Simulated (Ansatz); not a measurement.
System: 2H MoS₂. Method: PBE-D3(BJ) in Ansatz (PAW).

Run with plane-wave cutoff 520 eV, 12×12×4 k mesh (along the axes of the cell as run), no spin polarisation, scalar-relativistic PAW data made under PBE.

Cell (relaxed at this level):

```
MoS2
1.0
    3.14926     0.00000     0.00000
   -1.57463     2.72734     0.00000
    0.00000     0.00000    12.08871
Mo S
2 4
Direct
  0.66667   0.33333   0.75000
  0.33333   0.66667   0.25000
  0.66667   0.33333   0.37953
  0.33333   0.66667   0.87953
  0.33333   0.66667   0.62047
  0.66667   0.33333   0.12047
```

### Question
Give the computed elastic constant C13, Voigt–Reuss–Hill bulk modulus, Poisson ratio, elastic constant C33, elastic constant C11, elastic constant C12, elastic constant C44 and elastic constant C66.

### Answer

* **elastic constant C13**: 10.5 GPa
* **Voigt–Reuss–Hill bulk modulus**: 61.5 GPa
* **Poisson ratio**: 0.205
* **elastic constant C33**: 62.5 GPa
* **elastic constant C11**: 231 GPa
* **elastic constant C12**: 55.1 GPa
* **elastic constant C44**: 20.7 GPa
* **elastic constant C66**: 88.0 GPa

Measured, for comparison: elastic constant C13 23 GPa (temperature not stated, not corrected to a static lattice; as tabulated in Ulian and Valdrè (2023), doi:10.1107/s1600576723002571); elastic constant C33 52 GPa, elastic constant C11 238 GPa, elastic constant C44 19 GPa (temperature not stated, not corrected to a static lattice; as tabulated in Guerrero et al. (2021), arXiv:2010.02198). Computed (rounded) less measured: elastic constant C13 -54 %, elastic constant C33 +20 %, elastic constant C11 -3 %, elastic constant C44 +9 %. A static lattice is as a rule a little smaller and stiffer than an uncorrected measurement, which narrows the difference in the elastic constant C44 and would widen misses of the other sign.

Note: the dispersion coefficients are held fixed in the derivatives.

Elastic constants are with the ions relaxed.

The computed numbers hold no vibrational or temperature effects.

Ansatz is an electronic-structure program.
